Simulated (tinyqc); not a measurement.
CCSD on RHF in the sto-3g basis, frozen core, for OH-, spin multiplicity 1, step by step. The basis has no diffuse functions, so it cannot describe the extra electron: this is an exercise in the method, not the real anion. Computed by tinyqc, a small Python program that keeps every step (integrals from PySCF). Settings: charge = -1, multiplicity = 1, basis = sto-3g, method = RHF, frozen orbitals = 1, energy threshold = 1e-10, iteration cap = 64, orthogonalisation = canonical, start = core, DIIS depth = 6, amplitude equations = CCSD, DIIS depth for amplitudes = 4, cap on updates = 76. Command: `OMP_NUM_THREADS=1 python tinyqc.py 22436 22437 out.jsonl` (the two numbers bound the seeds that draw the settings). One thread of a shared host (Intel(R) Xeon(R) Processor @ 2.60GHz), about 0.2 s of CPU time with the checks. The early iterations of the SCF are left out here.

## One-electron integrals

Geometry (angstrom):
```
atom        x        y        z
O     0.00000  0.00000  0.00000
H     0.00000  0.00000  1.11900
```

Basis sto-3g: exponents (1/bohr^2) and contraction coefficients of normalised primitives:
```
element  l (shell)   exponent  coefficient
O            s (1)  130.70932      0.15433
O            s (1)   23.80886      0.53533
O            s (1)    6.44361      0.44463
O            s (2)    5.03315     -0.09997
O            s (2)    1.16960      0.39951
O            s (2)    0.38039      0.70012
O            p (3)    5.03315      0.15592
O            p (3)    1.16960      0.60768
O            p (3)    0.38039      0.39196
H            s (1)    3.42525      0.15433
H            s (1)    0.62391      0.53533
H            s (1)    0.16886      0.44463
```

Overlap, kinetic and nuclear-attraction integrals over the contracted functions; the nuclear repulsion is the sum of Za Zb / Rab.

nuclear repulsion = 3.7832151 hartree

overlap S, order 1O 1s, 1O 2s, 1O 2px, 1O 2py, 1O 2pz, 2H 1s:
$$\begin{pmatrix}
1.00000 & 0.23670 & 0.00000 & 0.00000 & 0.00000 & 0.03671 \\
0.23670 & 1.00000 & 0.00000 & 0.00000 & 0.00000 & 0.37516 \\
0.00000 & 0.00000 & 1.00000 & 0.00000 & 0.00000 & 0.00000 \\
0.00000 & 0.00000 & 0.00000 & 1.00000 & 0.00000 & 0.00000 \\
0.00000 & 0.00000 & 0.00000 & 0.00000 & 1.00000 & 0.33337 \\
0.03671 & 0.37516 & 0.00000 & 0.00000 & 0.33337 & 1.00000
\end{pmatrix}$$

kinetic energy T (hartree), order 1O 1s, 1O 2s, 1O 2px, 1O 2py, 1O 2pz, 2H 1s:
$$\begin{pmatrix}
29.00320 & -0.16801 & 0.00000 & 0.00000 & 0.00000 & -0.00867 \\
-0.16801 & 0.80813 & 0.00000 & 0.00000 & 0.00000 & 0.06427 \\
0.00000 & 0.00000 & 2.52873 & 0.00000 & 0.00000 & 0.00000 \\
0.00000 & 0.00000 & 0.00000 & 2.52873 & 0.00000 & 0.00000 \\
0.00000 & 0.00000 & 0.00000 & 0.00000 & 2.52873 & 0.17558 \\
-0.00867 & 0.06427 & 0.00000 & 0.00000 & 0.17558 & 0.76003
\end{pmatrix}$$

nuclear attraction V (hartree), order 1O 1s, 1O 2s, 1O 2px, 1O 2py, 1O 2pz, 2H 1s:
$$\begin{pmatrix}
-61.09136 & -7.29502 & 0.00000 & 0.00000 & -0.01136 & -1.15894 \\
-7.29502 & -9.52267 & 0.00000 & 0.00000 & -0.13929 & -2.72189 \\
0.00000 & 0.00000 & -9.42112 & 0.00000 & 0.00000 & 0.00000 \\
0.00000 & 0.00000 & 0.00000 & -9.42112 & 0.00000 & 0.00000 \\
-0.01136 & -0.13929 & 0.00000 & 0.00000 & -9.50725 & -2.15827 \\
-1.15894 & -2.72189 & 0.00000 & 0.00000 & -2.15827 & -4.93707
\end{pmatrix}$$

core Hamiltonian H = T + V (hartree), order 1O 1s, 1O 2s, 1O 2px, 1O 2py, 1O 2pz, 2H 1s:
$$\begin{pmatrix}
-32.08816 & -7.46303 & 0.00000 & 0.00000 & -0.01136 & -1.16761 \\
-7.46303 & -8.71454 & 0.00000 & 0.00000 & -0.13929 & -2.65763 \\
0.00000 & 0.00000 & -6.89239 & 0.00000 & 0.00000 & 0.00000 \\
0.00000 & 0.00000 & 0.00000 & -6.89239 & 0.00000 & 0.00000 \\
-0.01136 & -0.13929 & 0.00000 & 0.00000 & -6.97852 & -1.98269 \\
-1.16761 & -2.65763 & 0.00000 & 0.00000 & -1.98269 & -4.17704
\end{pmatrix}$$

## Two-electron integrals

Functions are numbered as in S; the eight-fold symmetry (ij|kl) = (ji|kl) = (kl|ij) leaves the list below.

Two-electron integrals (ij|kl) in chemists' order, unique and non-zero (hartree):
```
(11|11) 4.78507   (21|11) 0.74138   (21|21) 0.13687   (22|11) 1.11895
(22|21) 0.25663   (22|22) 0.81721   (31|31) 0.02448   (32|31) 0.03781
(32|32) 0.18052   (33|11) 1.11581   (33|21) 0.25668   (33|22) 0.81702
(33|33) 0.88016   (41|41) 0.02448   (42|41) 0.03781   (42|42) 0.18052
(43|43) 0.04744   (44|11) 1.11581   (44|21) 0.25668   (44|22) 0.81702
(44|33) 0.78527   (44|44) 0.88016   (51|51) 0.02448   (52|51) 0.03781
(52|52) 0.18052   (53|53) 0.04744   (54|54) 0.04744   (55|11) 1.11581
(55|21) 0.25668   (55|22) 0.81702   (55|33) 0.78527   (55|44) 0.78527
(55|55) 0.88016   (61|11) 0.11636   (61|21) 0.02132   (61|22) 0.03977
(61|33) 0.03969   (61|44) 0.03969   (61|51) 0.00098   (61|52) 0.00184
(61|55) 0.03993   (61|61) 0.00336   (62|11) 0.30266   (62|21) 0.07037
(62|22) 0.25050   (62|33) 0.24610   (62|44) 0.24610   (62|51) 0.00529
(62|52) 0.04159   (62|55) 0.25906   (62|61) 0.01119   (62|62) 0.09764
(63|31) 0.00712   (63|32) 0.04233   (63|53) 0.00848   (63|63) 0.01342
(64|41) 0.00712   (64|42) 0.04233   (64|54) 0.00848   (64|64) 0.01342
(65|11) 0.22629   (65|21) 0.05327   (65|22) 0.20243   (65|33) 0.19340
(65|44) 0.19340   (65|51) 0.01061   (65|52) 0.07389   (65|55) 0.22027
(65|61) 0.00882   (65|62) 0.09590   (65|65) 0.10653   (66|11) 0.46347
(66|21) 0.10949   (66|22) 0.44862   (66|33) 0.43108   (66|44) 0.43108
(66|51) 0.01003   (66|52) 0.11065   (66|55) 0.48315   (66|61) 0.01754
(66|62) 0.22694   (66|65) 0.25435   (66|66) 0.77461
```

## Orthogonalisation

S = U s U^T; canonical form X = U s^(-1/2), so that X^T S X = 1. Each column of U has its largest component positive (the first on a tie).

eigenvalues of S: [0.47647, 0.83989, 1.00000, 1.00000, 1.13553, 1.54811]

X, order 1O 1s, 1O 2s, 1O 2px, 1O 2py, 1O 2pz, 2H 1s:
$$\begin{pmatrix}
0.30831 & 0.75286 & 0.00000 & 0.00000 & 0.58881 & 0.23428 \\
-0.83174 & -0.46645 & 0.00000 & 0.00000 & 0.37380 & 0.46098 \\
0.00000 & 0.00000 & 0.99998 & 0.00612 & 0.00000 & 0.00000 \\
0.00000 & 0.00000 & -0.00612 & 0.99998 & 0.00000 & 0.00000 \\
-0.61521 & 0.57455 & 0.00000 & 0.00000 & -0.58164 & 0.31972 \\
0.96615 & -0.27595 & 0.00000 & 0.00000 & -0.23646 & 0.52567
\end{pmatrix}$$

Within a degenerate level the vectors are fixed only up to a rotation; this is one choice.

## Starting guess

The start is the orbitals of the core Hamiltonian; D = 2 C_occ C_occ^T.

D at the start, order 1O 1s, 1O 2s, 1O 2px, 1O 2py, 1O 2pz, 2H 1s:
$$\begin{pmatrix}
2.12446 & -0.53618 & 0.00000 & 0.00000 & -0.03213 & 0.06874 \\
-0.53618 & 2.30782 & 0.00000 & 0.00000 & 0.18465 & -0.29311 \\
0.00000 & 0.00000 & 2.00000 & 0.00000 & 0.00000 & 0.00000 \\
0.00000 & 0.00000 & 0.00000 & 2.00000 & 0.00000 & 0.00000 \\
-0.03213 & 0.18465 & 0.00000 & 0.00000 & 2.17537 & -0.32909 \\
0.06874 & -0.29311 & 0.00000 & 0.00000 & -0.32909 & 0.08046
\end{pmatrix}$$

## Iteration 7 (converged): orbitals

converged F (hartree), order 1O 1s, 1O 2s, 1O 2px, 1O 2py, 1O 2pz, 2H 1s:
$$\begin{pmatrix}
-19.42790 & -4.97998 & 0.00000 & 0.00000 & -0.01936 & -0.78770 \\
-4.97998 & -1.78726 & 0.00000 & 0.00000 & -0.01430 & -0.55900 \\
0.00000 & 0.00000 & 0.22242 & 0.00000 & 0.00000 & 0.00000 \\
0.00000 & 0.00000 & 0.00000 & 0.22242 & 0.00000 & 0.00000 \\
-0.01936 & -0.01430 & 0.00000 & 0.00000 & 0.49939 & -0.28209 \\
-0.78770 & -0.55900 & 0.00000 & 0.00000 & -0.28209 & -0.00051
\end{pmatrix}$$

Diagonalise F' = X^T F X, C = X C', fill 5 alpha and 5 beta electrons from the bottom; D = 2 C_occ C_occ^T. Each column has its largest component positive (the first on a tie).

F' = X^T F X (hartree):
$$\begin{pmatrix}
0.41667 & -2.12325 & 0.00000 & 0.00000 & -1.50559 & -0.85159 \\
-2.12325 & -7.47440 & 0.00000 & 0.00000 & -8.24902 & -4.25665 \\
0.00000 & 0.00000 & 0.22242 & 0.00000 & 0.00000 & 0.00000 \\
0.00000 & 0.00000 & 0.00000 & 0.22242 & 0.00000 & 0.00000 \\
-1.50559 & -8.24902 & 0.00000 & 0.00000 & -8.74851 & -5.00907 \\
-0.85159 & -4.25665 & 0.00000 & 0.00000 & -5.00907 & -3.03785
\end{pmatrix}$$

orbital energies (hartree): MO1 -19.43646, MO2 -0.57834, MO3 0.07430, MO4 0.22242, MO5 0.22242, MO6 1.09640

coefficients C, order 1O 1s, 1O 2s, 1O 2px, 1O 2py, 1O 2pz, 2H 1s:
$$\begin{pmatrix}
0.99444 & -0.24498 & 0.09518 & 0.00000 & 0.00000 & -0.07381 \\
0.02332 & 0.91816 & -0.48814 & 0.00000 & 0.00000 & 0.42396 \\
0.00000 & 0.00000 & 0.00000 & -0.39788 & 0.91744 & 0.00000 \\
0.00000 & 0.00000 & 0.00000 & 0.91744 & 0.39788 & 0.00000 \\
0.00257 & 0.02623 & 0.51155 & 0.00000 & 0.00000 & 0.94167 \\
-0.00510 & 0.22257 & 0.72538 & 0.00000 & 0.00000 & -0.87527
\end{pmatrix}$$

D after iteration 7, order 1O 1s, 1O 2s, 1O 2px, 1O 2py, 1O 2pz, 2H 1s:
$$\begin{pmatrix}
2.11599 & -0.49642 & 0.00000 & 0.00000 & 0.08964 & 0.01889 \\
-0.49642 & 2.16370 & 0.00000 & 0.00000 & -0.45114 & -0.29970 \\
0.00000 & 0.00000 & 2.00000 & 0.00000 & 0.00000 & 0.00000 \\
0.00000 & 0.00000 & 0.00000 & 2.00000 & 0.00000 & 0.00000 \\
0.08964 & -0.45114 & 0.00000 & 0.00000 & 0.52477 & 0.75379 \\
0.01889 & -0.29970 & 0.00000 & 0.00000 & 0.75379 & 1.15147
\end{pmatrix}$$

Within a degenerate level the vectors are fixed only up to a rotation; this is one choice.

## Convergence

Stop when the energy changes by less than 1e-10 hartree and every element of the error matrix X^T (F D S - S D F) X is below 3e-06.

Course of the cycle:
```
iteration  E (hartree)     change  largest element of the error matrix
1          -72.9409362          -                             6.99e-01
2          -74.0407518  -1.10e+00                             1.52e-01
3          -74.0623072  -2.16e-02                             4.45e-02
4          -74.0634745  -1.17e-03                             1.92e-03
5          -74.0634766  -2.15e-06                             1.03e-04
6          -74.0634766  -9.12e-09                             2.07e-06
7          -74.0634766  -3.62e-12                             9.11e-09
```

PySCF RHF in the same basis = -74.0634766 hartree

Converged in 7 iterations.

## Populations, bond orders and dipole

Mulliken: Z minus the diagonal of D S on the atom; Loewdin: the same with S^(1/2) D S^(1/2); Mayer order: 2 sum_s sum (D(s) S)_ij (D(s) S)_ji over the two atoms.

Charges (e):
```
atom  Mulliken   Loewdin
1O    -0.70898  -0.72133
2H    -0.29102  -0.27867
```

Mayer bond orders:
```
pair    order
2-1   0.91531
```

dipole moment about the origin, x y z (debye): [0.00000, 0.00000, -0.95016]

## Integrals over molecular orbitals

(pq|rs) = sum C_ip C_jq C_kr C_ls (ij|kl), one index at a time.

one-electron integrals over orbitals h = C^T H C (hartree):
$$\begin{pmatrix}
-32.07106 & 0.60073 & -0.22459 & 0.00000 & 0.00000 & 0.17596 \\
0.60073 & -7.11531 & 0.71711 & 0.00000 & 0.00000 & -0.88576 \\
-0.22459 & 0.71711 & -5.37990 & 0.00000 & 0.00000 & -1.47710 \\
0.00000 & 0.00000 & 0.00000 & -6.89239 & 0.00000 & 0.00000 \\
0.00000 & 0.00000 & 0.00000 & 0.00000 & -6.89239 & 0.00000 \\
0.17596 & -0.88576 & -1.47710 & 0.00000 & 0.00000 & -5.68206
\end{pmatrix}$$

Two-electron integrals over orbitals (pq|rs), unique and non-zero (hartree); the lowest 1 orbital is frozen and left out:
```
(22|22) 0.72924    (32|22) -0.05166   (32|32) 0.13730    (33|22) 0.60356
(33|32) 0.00272    (33|33) 0.63006    (42|42) 0.15396    (43|42) -0.04724
(43|43) 0.03650    (44|22) 0.76067    (44|32) -0.10229   (44|33) 0.58798
(44|44) 0.88016    (52|52) 0.15396    (53|52) -0.04724   (53|53) 0.03650
(54|54) 0.04744    (55|22) 0.76067    (55|32) -0.10229   (55|33) 0.58798
(55|44) 0.78527    (55|55) 0.88016    (62|22) 0.09492    (62|32) 0.03912
(62|33) 0.00185    (62|44) 0.09898    (62|55) 0.09898    (62|62) 0.10886
(63|22) 0.13160    (63|32) -0.11789   (63|33) 0.02066    (63|44) 0.16817
(63|55) 0.16817    (63|62) 0.03017    (63|63) 0.17633    (64|42) 0.03575
(64|43) 0.01181    (64|64) 0.03809    (65|52) 0.03575    (65|53) 0.01181
(65|65) 0.03809    (66|22) 0.67607    (66|32) 0.01575    (66|33) 0.63088
(66|44) 0.66713    (66|55) 0.66713    (66|62) 0.08364    (66|63) 0.05881
(66|66) 0.71381
```

## CCSD: starting amplitudes

t_ij^ab = <ij||ab> / (e_i + e_j - e_a - e_b), whose energy is MP2.

Starting amplitudes (spin orbitals 1a, 1b, ...; amplitudes related by a flip of all spins are not repeated):
```
from      to         t
3a 3b  6a 6b  -0.08626
2a 2b  6a 6b  -0.03250
5a 5b  6a 6b  -0.02179
4a 4b  6a 6b  -0.02179
2a 3b  6a 6b  -0.01119
```

correlation energy = -0.0210832 hartree

## CCSD: amplitude update 1

t_i^a D_i^a and t_ij^ab D_ij^ab are set to the remaining terms of the spin-orbital equations, evaluated with the old amplitudes; for the doubles these are <ij||ab> + 1/2 <ab||ef> t_ij^ef + 1/2 <mn||ij> t_mn^ab + P(ij)P(ab) <mb||ej> t_im^ae + terms in t^2 + terms with t1, D the orbital-energy denominators.

Amplitudes after update 1 (spin orbitals 1a, 1b, ...; amplitudes related by a flip of all spins are not repeated):
```
from      to         t
3a 3b  6a 6b  -0.11729
2a 2b  6a 6b  -0.03724
5a 5b  6a 6b  -0.02932
4a 4b  6a 6b  -0.02932
2a 3b  6a 6b  -0.01608
2a        6a   0.00418
3a        6a   0.00366
```

correlation energy = -0.0279341 hartree

## CCSD: amplitude update 2

As before.

Amplitudes after update 2 (spin orbitals 1a, 1b, ...; amplitudes related by a flip of all spins are not repeated):
```
from      to         t
3a 3b  6a 6b  -0.12917
2a 2b  6a 6b  -0.03671
5a 5b  6a 6b  -0.03219
4a 4b  6a 6b  -0.03219
2a 3b  6a 6b  -0.01805
2a        6a   0.00666
3a        6a   0.00613
```

correlation energy = -0.0303002 hartree

## CCSD: convergence

E_corr = 1/4 sum <ij||ab> t_ij^ab + 1/2 sum <ij||ab> t_i^a t_j^b; stop when the norm of the change is below 1e-8.

Course of the amplitude iterations:
```
update  correlation energy (hartree)  norm of the change
0                         -0.0210832                   -
1                         -0.0279341            6.82e-02
2                         -0.0303002            2.62e-02
3                         -0.0317913            1.09e-02
4                         -0.0317976            9.26e-04
5                         -0.0317979            2.11e-04
6                         -0.0317967            2.93e-05
7                         -0.0317967            7.99e-06
8                         -0.0317968            1.92e-06
9                         -0.0317969            2.33e-07
10                        -0.0317969            9.26e-08
11                        -0.0317969            3.88e-08
12                        -0.0317969            6.91e-09
```

Converged amplitudes (spin orbitals 1a, 1b, ...; amplitudes related by a flip of all spins are not repeated):
```
from      to         t
3a 3b  6a 6b  -0.13754
5a 5b  6a 6b  -0.03472
4a 4b  6a 6b  -0.03472
2a 2b  6a 6b  -0.03450
2a 3b  6a 6b  -0.01937
2a        6a   0.00865
3a        6a   0.00844
```

CCSD total energy = -74.0952735 hartree

T1 diagnostic, norm of the one-spin t1 over sqrt(correlated electrons) = 0.00427

Converged in 12 updates, with DIIS from the third.
